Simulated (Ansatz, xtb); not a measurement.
Isomers of CH4MgSi in order of energy

5 gas-phase structures of CH4MgSi, found in a search over its isomers (lower ones may exist). Each was relaxed with GFN2-xTB; where two conformers were screened, the lower at r2SCAN-D4/def2-SVP is listed:

A. `[MgH][CH]=[SiH2]`, a singlet
B. `C=[SiH][MgH]`, a singlet
C. a singlet given by its coordinates
D. `C[Si][MgH]`, a triplet
E. `C[Si][MgH]`, a singlet

C (Å):

```xyz
7

C    -0.0590    0.4459    0.3460
Mg   -0.9861   -0.3220   -1.5073
Si    0.1900   -1.3643    0.4556
H    -2.0082   -0.1665   -2.7816
H     0.7599    1.1397    0.5367
H    -0.9942    0.8332    0.7666
H     1.7097   -1.4574    0.4545
```

Close contacts (Å): C1–Mg2 2.21, C1–Si3 1.83, Mg2–Si3 2.51, C1–H5 1.09, C1–H6 1.10, Mg2–H4 1.64, Si3–H7 1.52.

Question: Estimate their order in r2SCAN-D4/def2-SVP energy at these geometries, lowest first.

Answer: Calculated order at r2SCAN-D4/def2-SVP: B (0.0), A (5.4), C (6.2), D (15.6), E (28.8) kcal/mol. Less than 1 kcal/mol parts A and C, so the order within that pair means little.

Energies above the lowest of each column, in kcal/mol; the last columns are at r2SCAN-D4/def2-TZVP geometries and were run for some of them only (a dash: not run or not comparable):

```csv
structure,GFN2-xTB,HF/STO-3G,r2SCAN-D4/def2-SVP,r2SCAN-D4/def2-TZVP,CCSD(T)/def2-TZVPP
B,8.3,8.8,0.0,0.0,0.0
A,23.5,19.6,5.4,4.8,4.9
C,7.3,0.0,6.2,1.3,1.7
D,–,9.8,15.6,6.5,–
E,0.0,37.6,28.8,–,–
```

CCSD(T)/def2-TZVPP puts B lowest of those it was run on; GFN2-xTB picks E, HF/STO-3G picks C. CCSD(T)/def2-TZVPP orders those it was run on as B (0.0), C (1.7), A (4.9) kcal/mol. Some further structures that were screened fall inside this span and aren't listed. Frequencies (r2SCAN-D4/def2-TZVP) were run for A, B, C alone. GFN2-xTB has no spin polarisation and isn't compared across spin states. Open shells are spin-unrestricted.

Over these structures GFN2-xTB departs from r2SCAN-D4/def2-SVP by 14.2 kcal/mol on average once a common shift is removed. A GFN2-xTB relaxation took about 0.37 s and the r2SCAN-D4/def2-SVP energy about 1.6 s on a shared host (Ansatz 0.2.0, xtb 6.7.1).
